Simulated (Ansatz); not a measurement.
Basis-set extrapolation for C$_{2}$H$_{5}$NOS (`SC1NCO1`) (PBE0-D4/def2-TZVP geometry, frozen core, the Gaussian-basis code of Ansatz). Multiplicity 1, RHF reference.

```tsv
	def2-TZVPP	def2-QZVPP
HF	-605.528312	-605.549171
MP2 correlation	-0.947552	-1.018023
CCSD(T) correlation	-1.026622	not run
```

Energies in hartree. Use E(X) = E(∞) + A·exp(−7.88·√X) for Hartree–Fock and E(X) = E(∞) + B·X^(−2.97) for correlation, with X = 3 and 4, and add CCSD(T) minus MP2 of the smaller set to the MP2 limit.

Question: What is the CCSD(T) energy at the basis-set limit?

Answer: HF limit: -605.549171 + (-0.020859) × 0.13774 = -605.55204. MP2 limit: -1.018023 + (-0.070471) × 0.74074 = -1.07022. Higher-order term: -1.026622 − (-0.947552) = -0.07907. Total: -606.70133 hartree, 384.4 kJ/mol below CCSD(T)/def2-TZVPP.
